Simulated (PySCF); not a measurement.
Stepwise substitution at one centre (Al F-Br). Gas-phase values, no solvent. Strings in code marks are SMILES.

These are B3LYP-D3(BJ)/def2-TZVP (PySCF 2.14.0) values and carry that method's errors. B3LYP has the VWN-RPA correlation part, as in Gaussian. Excitations are Tamm–Dancoff values on a coarser integration grid. The basis has no diffuse functions, so Rydberg states are missing or too high.

```json
[
 {"species": "0 of 3 F replaced by Br (`[Al]([F])([F])[F]`)", "S1–T1 gap (TDA) (eV)": "…", "HOMO–LUMO gap (eV)": "9.49"},
 {"species": "1 of 3 F replaced by Br (`[Al]([F])([F])[Br]`)", "S1–T1 gap (TDA) (eV)": "0.29", "HOMO–LUMO gap (eV)": "7.11"},
 {"species": "2 of 3 F replaced by Br (`[F][Al]([Br])[Br]`)", "S1–T1 gap (TDA) (eV)": "0.29", "HOMO–LUMO gap (eV)": "6.79"},
 {"species": "3 of 3 F replaced by Br", "S1–T1 gap (TDA) (eV)": "0.27", "HOMO–LUMO gap (eV)": "…"}
]
```

What belongs in the gaps?


- 0 of 3 F replaced by Br (`[Al]([F])([F])[F]`), S1–T1 gap (TDA) (eV): 0.23
- 3 of 3 F replaced by Br, HOMO–LUMO gap (eV): 6.49
